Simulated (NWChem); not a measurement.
System: Na2; SMILES [Na][Na]

The following NWChem deck was run.

```
start job
memory heap 200 mb stack 900 mb global 1100 mb
geometry units angstroms noautoz
  Na     0.000000     0.000000    -1.555145
  Na     0.000000     0.000000     1.555145
end
basis spherical
  * library 3-21g
end
dft
  xc pbe0
  iterations 150
  mulliken
end
task dft gradient
```

Output (shortened):

```
             Northwest Computational Chemistry Package (NWChem) 7.3.0
             --------------------------------------------------------

 ORDER OF PRIMARY AXIS IS BEING SET TO 4
 D4H symmetry detected

                             Geometry "geometry" -> ""
                             -------------------------

 Output coordinates in angstroms (scale by  1.889725989 to convert to a.u.)

  No.       Tag          Charge          X              Y              Z
 ---- ---------------- ---------- -------------- -------------- --------------
    1 Na                  11.0000     0.00000000     0.00000000    -1.55514500
    2 Na                  11.0000     0.00000000     0.00000000     1.55514500

 Effective nuclear repulsion energy (a.u.)      20.5866485533

      Symmetry information
      --------------------

 Group name             D4h
 Group number             28
 Group order              16
 No. of unique centers     1

                                 NWChem DFT Module
                                 -----------------

 Summary of "ao basis" -> "ao basis" (spherical)
 ------------------------------------------------------------------------------
       Tag                 Description            Shells   Functions and Types
 ---------------- ------------------------------  ------  ---------------------
 Na                          3-21g                   7       13   4s3p

      Symmetry analysis of basis
      --------------------------

        a1g         7
        a1u         0
        a2g         0
        a2u         7
        b1g         0
        b1u         0
        b2g         0
        b2u         0
        eg          6
        eu          6

            General Information
            -------------------
          SCF calculation type: DFT
          Wavefunction type:  closed shell.
          No. of atoms     :     2
          No. of electrons :    22
           Alpha electrons :    11
            Beta electrons :    11
          Charge           :     0
          Spin multiplicity:     1
          Use of symmetry is: on ; symmetry adaption is: on
          Maximum number of iterations: 150
          AO basis - number of functions:    26
                     number of shells:    14
          Convergence on energy requested:  1.00D-06
          Convergence on density requested:  1.00D-05
          Convergence on gradient requested:  5.00D-04

              XC Information
              --------------
                         PBE0 Method XC Functional
                     Hartree-Fock (Exact) Exchange  0.250
          PerdewBurkeErnzerhof Exchange Functional  0.750
            Perdew 1991 LDA Correlation Functional  1.000 local
           PerdewBurkeErnz. Correlation Functional  1.000 non-local

             Grid Information
             ----------------
          Grid used for XC integration:  medium
          Radial quadrature: Mura-Knowles
          Angular quadrature: Lebedev.
          Tag              B.-S. Rad. Rad. Pts. Rad. Cut. Ang. Pts.
          ---              ---------- --------- --------- ---------
          Na                  1.80       88          15.0       434
          Grid pruning is: on
          Number of quadrature shells:    88
          Spatial weights used:  Erf1

      Superposition of Atomic Density Guess
      -------------------------------------

 Sum of atomic energies:        -321.70808199

      Non-variational initial energy
      ------------------------------

 Total energy =    -321.661547
 1-e energy   =    -494.308863
 2-e energy   =     152.060667
 HOMO         =      -0.142571
 LUMO         =      -0.020884

      Symmetry analysis of molecular orbitals - initial
      -------------------------------------------------

  Numbering of irreducible representations:

     1 a1g         2 a1u         3 a2g         4 a2u         5 b1g
     6 b1u         7 b2g         8 b2u         9 eg         10 eu

  Orbital symmetries:

     1 a1g         2 a2u         3 a1g         4 a2u         5 a1g
     6 eu          7 eu          8 eg          9 eg         10 a2u
    11 a1g        12 a2u        13 eu         14 eu         15 a1g
    16 eg         17 eg         18 a2u        19 a1g        20 eu
    21 eu

     ---------------------------------------------
      Total Density - Mulliken Population Analysis
     ---------------------------------------------

    Atom       Charge   Shell Charges
 -----------   ------   -------------------------------------------------------
    1 Na  11    11.00   2.00  2.00  5.94  0.46  0.10  0.52 -0.02
    2 Na  11    11.00   2.00  2.00  5.94  0.46  0.10  0.52 -0.02

   convergence    iter        energy       DeltaE   RMS-Dens  Diis-err
 ---------------- ----- ----------------- --------- --------- ---------
 d= 0,ls=0.0,diis     1   -322.3412132126 -3.43D+02  1.11D-02  1.61D-02
 d= 0,ls=0.0,diis     2   -322.3446661774 -3.45D-03  9.78D-04  4.90D-05
 d= 0,ls=0.0,diis     3   -322.3446908916 -2.47D-05  1.93D-04  4.01D-07
 d= 0,ls=0.0,diis     4   -322.3446913429 -4.51D-07  1.33D-05  2.06D-09
 d= 0,ls=0.0,diis     5   -322.3446913453 -2.47D-09  9.40D-07  1.79D-11

         Total DFT energy =     -322.344691345322
      One electron energy =     -494.528778581934
           Coulomb energy =      180.141886745606
    Exchange-Corr. energy =      -28.544448062332
 Nuclear repulsion energy =       20.586648553339

 Numeric. integr. density =       21.999999481868

                  Occupations of the irreducible representations
                  ----------------------------------------------

                     irrep           alpha         beta
                     --------     --------     --------
                     a1g               4.0          4.0
                     a1u               0.0          0.0
                     a2g               0.0          0.0
                     a2u               3.0          3.0
                     b1g               0.0          0.0
                     b1u               0.0          0.0
                     b2g               0.0          0.0
                     b2u               0.0          0.0
                     eg                2.0          2.0
                     eu                2.0          2.0

                       DFT Final Molecular Orbital Analysis
                       ------------------------------------

 Vector    9  Occ=2.000000D+00  E=-1.133508D+00  Symmetry=eg
              MO Center= -5.8D-17, -8.9D-17, -2.0D-11, r^2= 2.7D+00
   Bfn.  Coefficient  Atom+Function         Bfn.  Coefficient  Atom+Function
  ----- ------------  ---------------      ----- ------------  ---------------
     4      0.584436  1 Na py                17     -0.584436  2 Na py
     3      0.384081  1 Na px                16     -0.384081  2 Na px
     8      0.060624  1 Na py                21     -0.060624  2 Na py
    12     -0.040511  1 Na py                25      0.040511  2 Na py
     7      0.039841  1 Na px                20     -0.039841  2 Na px

 Vector   10  Occ=2.000000D+00  E=-1.132501D+00  Symmetry=a2u
              MO Center=  2.8D-28, -5.5D-29,  2.1D-13, r^2= 2.7D+00
   Bfn.  Coefficient  Atom+Function         Bfn.  Coefficient  Atom+Function
  ----- ------------  ---------------      ----- ------------  ---------------
     5      0.700936  1 Na pz                18      0.700936  2 Na pz
     9      0.091983  1 Na pz                22      0.091983  2 Na pz
    13     -0.055491  1 Na pz                26     -0.055491  2 Na pz
    10     -0.054165  1 Na s                 23      0.054165  2 Na s
     6      0.033771  1 Na s                 19     -0.033771  2 Na s

 Vector   11  Occ=2.000000D+00  E=-1.328362D-01  Symmetry=a1g
              MO Center=  4.6D-16,  5.5D-17, -9.2D-16, r^2= 6.5D+00
   Bfn.  Coefficient  Atom+Function         Bfn.  Coefficient  Atom+Function
  ----- ------------  ---------------      ----- ------------  ---------------
     6      0.332858  1 Na s                 19      0.332858  2 Na s
    10      0.247159  1 Na s                 23      0.247159  2 Na s
     2     -0.157200  1 Na s                 15     -0.157200  2 Na s
     9      0.056350  1 Na pz                22     -0.056350  2 Na pz
     5     -0.034272  1 Na pz                18      0.034272  2 Na pz

 Vector   12  Occ=0.000000D+00  E=-5.066462D-02  Symmetry=a2u
              MO Center=  1.4D-13,  1.6D-12,  2.3D-15, r^2= 1.3D+01
   Bfn.  Coefficient  Atom+Function         Bfn.  Coefficient  Atom+Function
  ----- ------------  ---------------      ----- ------------  ---------------
    10      0.473790  1 Na s                 23     -0.473790  2 Na s
     6      0.264770  1 Na s                 19     -0.264770  2 Na s
    13     -0.154148  1 Na pz                26     -0.154148  2 Na pz
     9     -0.136659  1 Na pz                22     -0.136659  2 Na pz
     2     -0.126570  1 Na s                 15      0.126570  2 Na s

 Vector   13  Occ=0.000000D+00  E=-2.150037D-02  Symmetry=eu
              MO Center= -4.9D-19,  2.5D-19, -6.9D-15, r^2= 1.3D+01
   Bfn.  Coefficient  Atom+Function         Bfn.  Coefficient  Atom+Function
  ----- ------------  ---------------      ----- ------------  ---------------
    11      0.343067  1 Na px                24      0.343067  2 Na px
     7      0.187406  1 Na px                20      0.187406  2 Na px
    12     -0.176822  1 Na py                25     -0.176822  2 Na py
     8     -0.096592  1 Na py                21     -0.096592  2 Na py
     3     -0.068766  1 Na px                16     -0.068766  2 Na px

 Vector   14  Occ=0.000000D+00  E=-2.150037D-02  Symmetry=eu
              MO Center=  7.9D-22,  1.5D-21, -7.6D-15, r^2= 1.3D+01
   Bfn.  Coefficient  Atom+Function         Bfn.  Coefficient  Atom+Function
  ----- ------------  ---------------      ----- ------------  ---------------
    12      0.343067  1 Na py                25      0.343067  2 Na py
     8      0.187406  1 Na py                21      0.187406  2 Na py
    11      0.176822  1 Na px                24      0.176822  2 Na px
     7      0.096592  1 Na px                20      0.096592  2 Na px
     4     -0.068766  1 Na py                17     -0.068766  2 Na py

     ---------------------------------------------
      Total Density - Mulliken Population Analysis
     ---------------------------------------------

    Atom       Charge   Shell Charges
 -----------   ------   -------------------------------------------------------
    1 Na  11    11.00   2.00  2.00  5.92  0.55  0.13  0.40 -0.01
    2 Na  11    11.00   2.00  2.00  5.92  0.55  0.13  0.40 -0.01

     -------------------------------------------
      Total Density - Lowdin Population Analysis
     -------------------------------------------

    Atom       Charge   Shell Charges
 -----------   ------   -------------------------------------------------------
    1 Na  11    11.00   2.00  1.99  5.91  0.46  0.13  0.46  0.05
    2 Na  11    11.00   2.00  1.99  5.91  0.46  0.13  0.46  0.05

     Multipole analysis of the density
     ---------------------------------

     L   x y z        total         alpha         beta         nuclear
     -   - - -        -----         -----         ----         -------
     0   0 0 0     -0.000000    -11.000000    -11.000000     22.000000

     1   1 0 0      0.000000      0.000000      0.000000      0.000000
     1   0 1 0      0.000000      0.000000      0.000000      0.000000
     1   0 0 1     -0.000000     -0.000000     -0.000000      0.000000

     2   2 0 0    -17.717537     -8.858769     -8.858769      0.000000
     2   1 1 0     -0.000000     -0.000000     -0.000000      0.000000
     2   1 0 1      0.000000      0.000000      0.000000      0.000000
     2   0 2 0    -17.717537     -8.858769     -8.858769      0.000000
     2   0 1 1      0.000000      0.000000      0.000000      0.000000
     2   0 0 2     -7.341275    -98.672503    -98.672503    190.003731

            General Information
            -------------------
          SCF calculation type: DFT
          Wavefunction type:  closed shell.
          No. of atoms     :     2
          No. of electrons :    22
           Alpha electrons :    11
            Beta electrons :    11
          Charge           :     0
          Spin multiplicity:     1
          Use of symmetry is: on ; symmetry adaption is: on
          Maximum number of iterations: 150
          AO basis - number of functions:    26
                     number of shells:    14
          Convergence on energy requested:  1.00D-06
          Convergence on density requested:  1.00D-05
          Convergence on gradient requested:  5.00D-04

              XC Information
              --------------
                         PBE0 Method XC Functional
                     Hartree-Fock (Exact) Exchange  0.250
          PerdewBurkeErnzerhof Exchange Functional  0.750
            Perdew 1991 LDA Correlation Functional  1.000 local
           PerdewBurkeErnz. Correlation Functional  1.000 non-local

             Grid Information
             ----------------
          Grid used for XC integration:  medium
          Radial quadrature: Mura-Knowles
          Angular quadrature: Lebedev.
          Tag              B.-S. Rad. Rad. Pts. Rad. Cut. Ang. Pts.
          ---              ---------- --------- --------- ---------
          Na                  1.80       88          15.0       434
          Grid pruning is: on
          Number of quadrature shells:    88
          Spatial weights used:  Erf1

          Convergence Information
          -----------------------
          Convergence aids based upon iterative change in
          total energy or number of iterations.
          Levelshifting, if invoked, occurs when the
          HOMO/LUMO gap drops below (HL_TOL):  1.00D-02
          DIIS, if invoked, will attempt to extrapolate
          using up to (NFOCK): 10 stored Fock matrices.

                    Damping( 0%)  Levelshifting(0.5)       DIIS
                  --------------- ------------------- ---------------
          dE  on:    start            ASAP                start
          dE off:    2 iters        150 iters           150 iters

                            NWChem DFT Gradient Module
                            --------------------------

  charge          =   0.00
  wavefunction    = closed shell

  Using symmetry

                         DFT ENERGY GRADIENTS

    atom               coordinates                        gradient
                 x          y          z           x          y          z
   1 Na      0.000000   0.000000  -2.938798    0.000000   0.000000   0.000388
   2 Na      0.000000   0.000000   2.938798    0.000000   0.000000  -0.000388
```

Level: PBE0/3-21G. All runs use the structure optimised with PBE-D3(BJ)/def2-SVP.
